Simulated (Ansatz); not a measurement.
Computed with Ansatz on PBE0-D4/def2-TZVP structures; ΔE is electronic, products minus reactants. CCSD(T)/CBS is the MP2 limit (def2-TZVPP, def2-QZVPP) plus CCSD(T) − MP2 in def2-TZVPP, frozen cores. This one scheme is used for every species. One conformer a species, not always the lowest.

Reaction (formal exchange of groups at a C–N bond): `C/N=C(/F)Cl` + `C=C=CCl` → `CC=C=CCl` + `N=C(F)Cl`

`C/N=C(/F)Cl`:

```xyz
8

C    -0.437   -0.374   -0.928
N     0.279    0.668   -0.251
C     0.570    0.624    0.945
F     1.231    1.605    1.530
Cl    0.231   -0.621    2.105
H     0.173   -0.733   -1.760
H    -1.348    0.049   -1.356
H    -0.700   -1.219   -0.284
```

`C=C=CCl`:

```xyz
7

C    -0.978   -0.592   -0.734
C     0.000   -0.050   -0.074
C     0.989    0.485    0.574
Cl    0.772    1.436    2.002
H    -1.330   -1.592   -0.498
H    -1.476   -0.062   -1.539
H     2.022    0.376    0.269
```

`CC=C=CCl`:

```xyz
10

C     1.524    0.347    0.477
C     0.529   -0.523   -0.221
C    -0.756   -0.319   -0.243
C    -2.037   -0.117   -0.250
Cl   -2.836    0.834   -1.462
H     2.076   -0.228    1.226
H     1.039    1.189    0.970
H     2.258    0.734   -0.236
H     0.916   -1.393   -0.752
H    -2.713   -0.524    0.491
```

`N=C(F)Cl`:

Cartesian coordinates in Å:
```
N -0.537 -0.094 -0.890
C 0.140 -0.255 0.133
F 0.609 -1.437 0.464
Cl 0.618 0.919 1.309
H -0.830 0.868 -1.017
```

```tsv
species	CCSD/def2-TZVPP energy (Eh)
`C/N=C(/F)Cl`	-691.94540
`C=C=CCl`	-575.52526
`CC=C=CCl`	-614.76176
`N=C(F)Cl`	-652.72115
```

(1) Work out ΔE.

Largest T1 diagnostic among the species: 0.013.

Results:

(1) ΔE = (-614.76176) + (-652.72115) − (-691.94540) − (-575.52526) = -0.01225 Eh = -7.7 kcal/mol. CCSD(T)/CBS gives -7.5 kcal/mol.
